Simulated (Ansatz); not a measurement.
Task: a ranking of conformers of C5H9N, SMILES NCC1=CCC1, with Ansatz 0.2.0 through its Python package. Give the script and its output. Level of theory (for the species named): PBE, 6-31G* basis, multiplicity 1.

`conformers_c5h9n.py`
```python
"""Rank force-field conformers of C5H9N by single points."""

import ansatz as az
from rdkit import Chem
from rdkit.Chem import AllChem

rd = Chem.AddHs(Chem.MolFromSmiles("NCC1=CCC1"))
ids = list(AllChem.EmbedMultipleConfs(rd, numConfs=20, randomSeed=594, pruneRmsThresh=0.4))
field = [energy for _, energy in AllChem.MMFFOptimizeMoleculeConfs(rd)]
distinct = {round(e, 2): i for i, e in zip(ids, field)}
chosen = sorted(distinct.items())[:4]
found = []
for force_field, index in chosen:
    system = az.Crystal.molecule()
    for atom, xyz in zip(rd.GetAtoms(), rd.GetConformer(index).GetPositions()):
        system = system.atom(atom.GetSymbol(), xyz.round(5).tolist())
    calculation = system.calculation()
    calculation = calculation.basis(gaussian="6-31G*")
    calculation = calculation.functional("pbe")
    found.append(calculation.run(threads=1).report["free_energy_ev"])
print("conformer   MMFF (kcal/mol)   this level (eV)")
for (force_field, index), e in zip(chosen, found):
    print(f"{index:9d} {force_field - chosen[0][0]:17.2f} {(e - min(found)):17.3f}")
```

Running `python conformers_c5h9n.py` prints:
```text
conformer   MMFF (kcal/mol)   this level (eV)
        2              0.00             0.000
        0              1.74             0.032
```

The conformers keep their force-field geometries. The whole script took 7.7 s on 1 thread of Arm Neoverse V2, with other jobs on the host, peak memory 0.27 GiB.
